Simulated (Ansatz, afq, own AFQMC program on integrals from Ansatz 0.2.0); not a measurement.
# NHO (triplet): AFQMC on the coupled-cluster ladder at scale of all distances = 1.121, cc-pVDZ

How near does AFQMC come to the top of the ladder for NHO (triplet)?

Method: cc-pVDZ, frozen cores; program: Ansatz 0.2.0, Gaussian basis, and an in-house AFQMC program (afq) on its integrals; all values are calculated.

To be run: PBE (unrestricted); r2SCAN (unrestricted); PBE0 (unrestricted); B3LYP (unrestricted); wB97M-V (unrestricted); B2PLYP (unrestricted); CCSD(T) on UHF; CCSDT(Q) on UHF; Phaseless AFQMC, CISD trial on UHF.

3 further runs of the same task are left out: 2 for a known fault of the program, 1 that didn't finish.

### 1 What is computed

The geometry derives from a PBE0/def2-TZVP stationary point (not a proven minimum). All distances are scaled together.

3 atoms, charge 0, spin multiplicity 3.

Atoms are counted from 1 here; the program's logs count them from 0.

Bond lengths: N1–O2 1.469 Å, O2–H3 1.089 Å. Angles: N1–O2–H3 109.0°.

### 2 PBE (unrestricted)

in.yaml reads:

```yaml
crystal:
  periodic: [false, false, false]
  atoms:
    - {symbol: N, position_ang: [0.000000, -0.066149, 0.814867]}
    - {symbol: O, position_ang: [0.000000, 0.112485, -0.642781]}
    - {symbol: H, position_ang: [0.000000, -0.866284, -1.120586]}
basis:
  gaussian: {orbitals: cc-pVDZ}
magnetization: {spin_polarized: true, initial_magnetization: 2}
hamiltonian: {xc: {name: PBE}}
output: {orbitals: {seedname: orbitals}}
```

Command:

```bash
> ansatz run in.yaml --threads 1 --pin off --events-out ev --progress --plain --max-ram 1382MiB
```

What it wrote:

```text
Functional definition: PBE
  name "PBE"
  cite "Perdew, Burke & Ernzerhof, Phys. Rev. Lett. 77, 3865 (1996) doi:10.1103/PhysRevLett.77.3865"
  parent pbe
  parameter kappa = 0.804
  parameter beta = 0.06672455060314922
  exchange = pbe_x(kappa = kappa, mu = beta*pi^2/3)
  correlation = pbe_c(beta = beta)
391 factors; their error is unknown
mean field evaluation 1: about -3544.0131 eV, gradient 1.9e1 eV
mean field evaluation 2: about -3540.6806 eV, gradient 3.6e1 eV
mean field evaluation 4: about -3545.4377 eV, gradient 1.4e0 eV
mean field evaluation 8: about -3545.4251 eV, gradient 2.2e-2 eV
mean field evaluation 16: about -3545.4251 eV, gradient 2.0e-5 eV
mean field -3545.42508536 eV, -130.2919687114 hartree, gradient 2.0e-5 eV, S^2 2.004337; 0 other end points of the search recorded, 0 dependent functions left out
reference -3545.42509892 eV, -130.2919692100 hartree; 9, 7 occupied and 24, 26 virtual orbitals, 391 factors
Total energy: -3545.42509892 eV, -130.2919692100 hartree
```

It took 0.39 s on 1 thread of Arm Neoverse V2, shared host.

From the report: ⟨S²⟩ of the determinant 2.004 (pure triplet: 2.00).

### 3 r2SCAN (unrestricted)

in.yaml: that of step 2 with these lines changed.

```diff
@@ -9,3 +9,2 @@
 magnetization: {spin_polarized: true, initial_magnetization: 2}
-hamiltonian: {xc: {name: PBE}}
-output: {orbitals: {seedname: orbitals}}
+hamiltonian: {xc: {name: r2SCAN}}
```

Same command.

What it wrote:

```text
Functional definition: r2SCAN
  name "r2SCAN"
  cite "Furness, Kaplan, Ning, Perdew & Sun, J. Phys. Chem. Lett. 11, 8208 (2020) doi:10.1021/acs.jpclett.0c02405"
  cite "Furness, Kaplan, Ning, Perdew & Sun, J. Phys. Chem. Lett. 11, 9248 (2020) doi:10.1021/acs.jpclett.0c03077"
  parent r2scan
  parameter k0 = 0.174
  parameter k1 = 0.065
  parameter a1 = 4.9479
  exchange = r2scan_x(k0 = k0, k1 = k1, a1 = a1)
  correlation = r2scan_c
391 factors; their error is unknown
mean field evaluation 1: about -3546.2703 eV, gradient 1.8e1 eV
mean field evaluation 2: about -3544.3934 eV, gradient 2.9e1 eV
mean field evaluation 4: about -3547.5045 eV, gradient 1.2e0 eV
mean field evaluation 8: about -3547.4909 eV, gradient 3.4e-2 eV
mean field evaluation 16: about -3547.4909 eV, gradient 1.2e-5 eV
mean field -3547.49086989 eV, -130.3678848929 hartree, gradient 1.2e-5 eV, S^2 2.008533; 0 other end points of the search recorded, 0 dependent functions left out
reference -3547.49087422 eV, -130.3678850520 hartree; 9, 7 occupied and 24, 26 virtual orbitals, 391 factors
Total energy: -3547.49087422 eV, -130.3678850520 hartree
```

Run time: 1 s. Hardware: 1 thread of Arm Neoverse V2, shared host.

From the report: ⟨S²⟩ of the determinant 2.009 (pure triplet: 2.00).

### 4 PBE0 (unrestricted)

in.yaml: that of step 3 with these lines changed.

```diff
@@ -9,2 +9,3 @@
 magnetization: {spin_polarized: true, initial_magnetization: 2}
-hamiltonian: {xc: {name: r2SCAN}}
+hamiltonian: {xc: {name: PBE0}}
+output: {orbitals: {seedname: orbitals}}
```

Launched as before.

What it wrote:

```text
Functional definition: PBE0
  name "PBE0"
  cite "Adamo & Barone, J. Chem. Phys. 110, 6158 (1999) doi:10.1063/1.478522"
  cite "Perdew, Burke & Ernzerhof, Phys. Rev. Lett. 77, 3865 (1996) doi:10.1103/PhysRevLett.77.3865"
  parent pbe
  parameter a = 0.25
  parameter kappa = 0.804
  parameter beta = 0.06672455060314922
  exchange = (1 - a)*pbe_x(kappa = kappa, mu = beta*pi^2/3) + a*exact_x
  correlation = pbe_c(beta = beta)
313 factors; integrals over basis functions are off by at most 1.6e-3 eV
mean field evaluation 1: about -3544.1883 eV, gradient 1.6e1 eV
mean field evaluation 2: about -3543.4956 eV, gradient 2.2e1 eV
mean field evaluation 4: about -3545.2597 eV, gradient 9.4e-1 eV
mean field evaluation 8: about -3545.2689 eV, gradient 3.1e-2 eV
mean field evaluation 16: about -3545.2689 eV, gradient 4.2e-5 eV
mean field -3545.26887853 eV, -130.2862282163 hartree, gradient 4.2e-5 eV, S^2 2.007044; 0 other end points of the search recorded, 0 dependent functions left out
reference -3545.26888818 eV, -130.2862285712 hartree; 9, 7 occupied and 24, 26 virtual orbitals, 313 factors
Total energy: -3545.26888818 eV, -130.2862285712 hartree
```

It took 0.45 s on 1 thread of Arm Neoverse V2, shared host.

From the report: ⟨S²⟩ of the determinant 2.007 (pure triplet: 2.00).

### 5 B3LYP (unrestricted)

in.yaml: that of step 4 with these lines changed.

```diff
@@ -9,3 +9,2 @@
 magnetization: {spin_polarized: true, initial_magnetization: 2}
-hamiltonian: {xc: {name: PBE0}}
-output: {orbitals: {seedname: orbitals}}
+hamiltonian: {xc: {name: B3LYP}}
```

Launched as before.

What it wrote, cut to the lines that bear on the results:

```text
Functional definition: B3LYP
  name "B3LYP"
  cite "Stephens, Devlin, Chabalowski & Frisch, J. Phys. Chem. 98, 11623 (1994) doi:10.1021/j100096a001"
  cite "Becke, Phys. Rev. A 38, 3098 (1988) doi:10.1103/PhysRevA.38.3098"
  cite "Lee, Yang & Parr, Phys. Rev. B 37, 785 (1988) doi:10.1103/PhysRevB.37.785"
  cite "Vosko, Wilk & Nusair, Can. J. Phys. 58, 1200 (1980) doi:10.1139/p80-159"
[...]
313 factors; integrals over basis functions are off by at most 1.6e-3 eV
[...]
mean field -3549.12711154 eV, -130.4280156642 hartree, gradient 3.1e-5 eV, S^2 2.006153; 0 other end points of the search recorded, 0 dependent functions left out
reference -3549.12722219 eV, -130.4280197307 hartree; 9, 7 occupied and 24, 26 virtual orbitals, 313 factors
Total energy: -3549.12722219 eV, -130.4280197307 hartree
```

Wall time 0.48 s (1 thread of Arm Neoverse V2, shared host).

From the report: ⟨S²⟩ of the determinant 2.006 (pure triplet: 2.00).

### 6 wB97M-V (unrestricted)

in.yaml: that of step 5 with these lines changed.

```diff
@@ -9,2 +9,3 @@
 magnetization: {spin_polarized: true, initial_magnetization: 2}
-hamiltonian: {xc: {name: B3LYP}}
+hamiltonian: {xc: {name: wB97M-V}}
+output: {orbitals: {seedname: orbitals}}
```

Launched as before.

What it wrote, cut to the lines that bear on the results:

```text
Functional definition: wB97M-V
  name "wB97M-V"
  cite "Mardirossian & Head-Gordon, J. Chem. Phys. 144, 214110 (2016) doi:10.1063/1.4952647"
  cite "Becke, J. Chem. Phys. 107, 8554 (1997) doi:10.1063/1.475007"
  cite "Vydrov & Van Voorhis, J. Chem. Phys. 133, 244103 (2010) doi:10.1063/1.3521275"
  # Of w^i u^j: cxij and so on, Table III.
[...]
  gx(w, u) = 1 - cx + cx01*u + cx10*w
  gss(w, u) = css00 + css04*u^4 + css10*w + css20*w^2 + css43*w^4*u^3
  gos(w, u) = cos00 + cos10*w + (cos20 + cos21*u)*w^2 + (cos60 + cos61*u)*w^6
[...]
      + integral(e_c_pw_mod_opposite_spin*gos(b97_w_opposite, b97_u_opposite)) + vv10(b, c)
313 factors; integrals over basis functions are off by at most 1.6e-3 eV
75 factors; integrals over basis functions are off by at most 9.8e-6 eV
[...]
mean field -3547.93580149 eV, -130.3842358275 hartree, gradient 2.2e-5 eV, S^2 2.007532; 0 other end points of the search recorded, 0 dependent functions left out
reference -3547.93581853 eV, -130.3842364538 hartree; 9, 7 occupied and 24, 26 virtual orbitals, 313 factors
Total energy: -3547.93581853 eV, -130.3842364538 hartree
```

Wall time 1.8 s (1 thread of Arm Neoverse V2, shared host).

From the report: ⟨S²⟩ of the determinant 2.008 (pure triplet: 2.00).

### 7 B2PLYP (unrestricted)

in.yaml: that of step 6 with these lines changed.

```diff
@@ -9,3 +9,3 @@
 magnetization: {spin_polarized: true, initial_magnetization: 2}
-hamiltonian: {xc: {name: wB97M-V}}
-output: {orbitals: {seedname: orbitals}}
+hamiltonian: {xc: {name: B2PLYP}}
+correlation: {electrons: outside_noble_gas}
```

The command is unchanged.

What it wrote, cut to the lines that bear on the results:

```text
Functional definition: B2PLYP
  name "B2PLYP"
  cite "Grimme, J. Chem. Phys. 124, 034108 (2006) doi:10.1063/1.2148954"
  cite "Becke, Phys. Rev. A 38, 3098 (1988) doi:10.1103/PhysRevA.38.3098"
  cite "Lee, Yang & Parr, Phys. Rev. B 37, 785 (1988) doi:10.1103/PhysRevB.37.785"
[...]
313 factors; integrals over basis functions are off by at most 1.6e-3 eV
[...]
mean field -3543.23057543 eV, -130.2113219591 hartree, gradient 4.4e-6 eV, S^2 2.011182; 0 other end points of the search recorded, 0 dependent functions left out
2 core orbitals not correlated: weight in the atoms' cores, before any rotation towards them, 1.000 or more for the frozen orbitals, at most 0.000 for the correlated occupied ones
reference -3543.23064402 eV, -130.2113244799 hartree; 7, 5 occupied and 24, 26 virtual orbitals, 313 factors
second order -10.37070643 eV of doubles, -0.00000000 eV of singles
Total energy: -3546.03073476 eV, -130.3142259164 hartree
```

Run time: 0.57 s. Hardware: 1 thread of Arm Neoverse V2, shared host.

From the report: ⟨S²⟩ of the determinant 2.011 (pure triplet: 2.00).

### 8 CCSD(T) on UHF

in.yaml: that of step 7 with these lines changed.

```diff
@@ -9,3 +9,2 @@
 magnetization: {spin_polarized: true, initial_magnetization: 2}
-hamiltonian: {xc: {name: B2PLYP}}
-correlation: {electrons: outside_noble_gas}
+correlation: {method: ccsd_t, electrons: outside_noble_gas, hamiltonian_folder: ham}
```

Same command.

What it wrote, cut to the lines that bear on the results:

```text
Functional definition: HF
  name "HF"
  cite "Fock, Z. Phys. 61, 126 (1930) doi:10.1007/BF01340294"
  parent pbe
[...]
313 factors; integrals over basis functions are off by at most 1.6e-3 eV
[...]
mean field -3531.59912480 eV, -129.7838740326 hartree, gradient 2.1e-6 eV, S^2 2.027064; 0 other end points of the search recorded, 0 dependent functions left out
2 core orbitals not correlated: weight in the atoms' cores, before any rotation towards them, 1.000 or more for the frozen orbitals, at most 0.000 for the correlated occupied ones
reference -3531.59912480 eV, -129.7838740326 hartree; 7, 5 occupied and 24, 26 virtual orbitals, 313 factors
second order -8.16010913 eV of doubles, -0.00000000 eV of singles
cycle   1  -8.36353699 eV  change   -2.0e-1 eV  update   8.3e-2
[...]
cycle  12  -8.78340119 eV  change    8.8e-6 eV  update   5.5e-6
perturbative correction -0.24290647 eV, -0.0089266480 hartree
Total energy: -3540.62543246 eV, -130.1155847208 hartree
```

Run time: 0.54 s. Hardware: 1 thread of Arm Neoverse V2, shared host.

From the report: ⟨S²⟩ of the determinant 2.027 (pure triplet: 2.00); correlation -9.0263 eV; T1 0.028; largest double amplitude 0.07.

This run also writes the integrals to the folder ham.

### 9 CCSDT(Q) on UHF

in.yaml: that of step 8 with these lines changed.

```diff
@@ -9,2 +9,2 @@
 magnetization: {spin_polarized: true, initial_magnetization: 2}
-correlation: {method: ccsd_t, electrons: outside_noble_gas, hamiltonian_folder: ham}
+correlation: {method: ccsdt_q, electrons: outside_noble_gas}
```

Same command.

What it wrote, cut to the lines that bear on the results:

```text
Functional definition: HF
  name "HF"
  cite "Fock, Z. Phys. 61, 126 (1930) doi:10.1007/BF01340294"
  parent pbe
[...]
574 factors; integrals over basis functions are off by at most 1.2e-7 eV
[...]
mean field -3531.59916850 eV, -129.7838756384 hartree, gradient 2.1e-6 eV, S^2 2.027064; 0 other end points of the search recorded, 0 dependent functions left out
2 core orbitals not correlated: weight in the atoms' cores, before any rotation towards them, 1.000 or more for the frozen orbitals, at most 0.000 for the correlated occupied ones
reference -3531.59916850 eV, -129.7838756384 hartree; 7, 5 occupied and 24, 26 virtual orbitals, 574 factors
second order -8.16013466 eV of doubles, -0.00000000 eV of singles
cycle   1  -8.36354084 eV  change   -2.0e-1 eV  update   9.1e-2
[...]
cycle  17  -9.05547752 eV  change   -6.7e-7 eV  update   1.3e-6
perturbative correction -0.03234028 eV, -0.0011884835 hartree
Total energy: -3540.68698631 eV, -130.1178467830 hartree
```

Run time: 11 s. Hardware: 1 thread of Arm Neoverse V2, shared host; peak memory 0.27 GiB.

From the report: ⟨S²⟩ of the determinant 2.027 (pure triplet: 2.00); correlation -9.0878 eV; T1 0.029; largest double amplitude 0.08.

### 10 Phaseless AFQMC, CISD trial on UHF

It reads the integrals that the CCSD(T) run on this determinant wrote.

Command:

```bash
> afq ham --method phaseless --trial cisd --walkers 60 --populations 1 --least-time 40 --time-step 0.005 --steps-per-block 50 --equilibration-blocks 28 --max-blocks 300 --target-error 0.00042 --factor-cut 1e-05 --start spin_pure --seed 7666 --release-times 0.24,0.51,0.99,1.62,2.4 --release-step 0.03 --release-every 4 --taylor-order 6
```

What it wrote:

```text
orbitals 31  electrons 7 5  factors 225 of 313
reference energy -129.78387403 Eh
CCSD correlation -0.32278401 Eh in 13 cycles, weight of the determinant in the CISD state 0.8850
energy of the start -130.105590 Eh
 block  time / (1/Eh)  mean weight  energy / Eh
     1     0.250  1.0028  -130.104668
     2     0.500  0.9985  -130.105689
     3     0.750  1.0024  -130.113345
     4     1.000  1.0004  -130.118304
     5     1.250  0.9963  -130.110120
     6     1.500  0.9982  -130.114840
     7     1.750  0.9997  -130.111382
     8     2.000  1.0009  -130.107118
     9     2.250  1.0010  -130.113089
    10     2.500  0.9999  -130.118475
    17     4.250  0.9988  -130.134252
    25     6.250  0.9990  -130.114214
    33     8.250  0.9995  -130.106790
    41    10.250  0.9985  -130.118171
    49    12.250  1.0016  -130.113610
    57    14.250  0.9996  -130.122578
    65    16.250  1.0016  -130.118499
    73    18.250  0.9996  -130.120033
    81    20.250  1.0008  -130.110777
    89    22.250  1.0019  -130.112543
    97    24.250  0.9996  -130.119465
   105    26.250  0.9991  -130.125373
   113    28.250  0.9985  -130.114761
   121    30.250  1.0009  -130.118359
   129    32.250  1.0000  -130.108880
   137    34.250  1.0011  -130.122355
   145    36.250  0.9986  -130.112057
   153    38.250  1.0020  -130.110722
   161    40.250  1.0019  -130.115021
   169    42.250  0.9981  -130.112112
   177    44.250  1.0018  -130.116492
   185    46.250  0.9973  -130.114385
   193    48.250  0.9939  -130.115031
   201    50.250  0.9990  -130.120612
   209    52.250  0.9992  -130.121192
   217    54.250  0.9993  -130.138937
   225    56.250  0.9996  -130.111387
   233    58.250  1.0001  -130.119185
   241    60.250  1.0032  -130.121456
   249    62.250  1.0033  -130.110134
   257    64.250  1.0012  -130.110251
   265    66.250  0.9998  -130.114471
   273    68.250  1.0011  -130.114830
   281    70.250  0.9997  -130.118394
   289    72.250  1.0025  -130.137921
   297    74.250  0.9980  -130.111155
   305    76.250  1.0017  -130.118820
   313    78.250  0.9993  -130.142127
   321    80.250  1.0042  -130.118854
blocks merged  error / Eh  count
     1  0.000427  300
     2  0.000493  150
     4  0.000526  75
     8  0.000507  37
    16  0.000439  18
    32  0.000529  9
released: time / (1/Eh)  energy / Eh  error  mean overlap
  0.24  -130.117176  0.000884  0.9960
  0.51  -130.117084  0.000631  1.0067
  0.99  -130.118199  0.000665  1.0060
  1.62  -130.118417  0.000825  1.0022
  2.40  -130.119201  0.000956  0.9966
energy -130.117045 +/- 0.000507 Eh
```

It took 4.4 min on 1 thread of Arm Neoverse V2, shared host.

Energy -3540.6652 ± 0.0138 eV. Caveats: constraint bias not in the error.

### 11 All levels side by side

On the UHF determinant, counted from CCSDT(Q) (a yardstick, not exact):

```tsv
level	energy (eV)	from CCSDT(Q) (kcal/mol)	statistical error (kcal/mol)	time
HF	-3531.5991	+209.57		
MP2	-3539.7592	+21.39		
CCSD	-3540.3825	+7.02		
CCSD(T)	-3540.6254	+1.42		
CCSDT(Q)	-3540.6870	0.00		
Phaseless AFQMC, CISD trial, step 0.005, 60 walkers	-3540.6652	+0.50	0.32	4.4 min
```

The functionals' totals stand on their own zeros and serve differences with other points: PBE -3545.425 eV; r2SCAN -3547.491 eV; PBE0 -3545.269 eV; B3LYP -3549.127 eV; wB97M-V -3547.936 eV; B2PLYP -3546.031 eV.

### 12 Summary of results

| quantity | value |
| --- | --- |
| CCSD(T) on UHF from CCSDT(Q) | +1.42 kcal/mol |
| Phaseless AFQMC, CISD trial on UHF from CCSDT(Q) | +0.50 ± 0.32 kcal/mol |

On UHF the phaseless walk with the CISD trial lies +0.50 kcal/mol from CCSDT(Q), within three error bars. Error bars are statistical and leave out the constraint, the time step and what remains of the start.
